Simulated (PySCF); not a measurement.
Species: C5H11S (charge -1).
Numbering: `[CH3:1][CH2:2][CH2:3][CH2:4][CH2:5][S-:6]` (hydrogens: H7, H8, H9 on C1; H10, H11 on C2; H12, H13 on C3; H14, H15 on C4; H16, H17 on C5)

Torsions of this conformer, `[CH3:1][CH2:2][CH2:3][CH2:4][CH2:5][S-:6]`: C1–C2–C3–C4 180°, C2–C3–C4–C5 180°, C3–C4–C5–S6 180°.

The closed-shell ground state was solved at several levels (PySCF, density fitting, gas phase, non-relativistic). One conformer (not necessarily the lowest) at the PBE0-D3(BJ)/def2-SVP geometry, without solvent, vibrations or thermal averaging. The geometry's basis has no diffuse functions, a weakness for an anion. Where the HOMO energy is positive, the finite basis confines the outermost electrons. No diffuse functions stand in pcSseg-1, which bears on an anion's orbital energies.

```tsv
level	basis functions	total energy (Eh)	HOMO (eV)	LUMO (eV)	gap (eV)
PBE/pcSseg-1	164	-594.8739	1.83	3.43	1.60
CAM-B3LYP/def2-SVPD	215	-595.0170	-1.24	3.82	5.06
```

(1) What might PBE0/pcSseg-1 (164 basis functions) give for the same quantities?

(2) Over all these levels, which gives the widest orbital gap and which the narrowest?

Answers

(1) Total energy -594.9421 Eh, HOMO 0.66 eV, LUMO 4.23 eV, gap 3.57 eV.

(2) CAM-B3LYP/def2-SVPD (range-separated hybrid) has the widest, 5.06 eV, and PBE/pcSseg-1 (GGA) the narrowest, 1.60 eV. Functional and basis both differ between the two, so the spread mixes both effects.
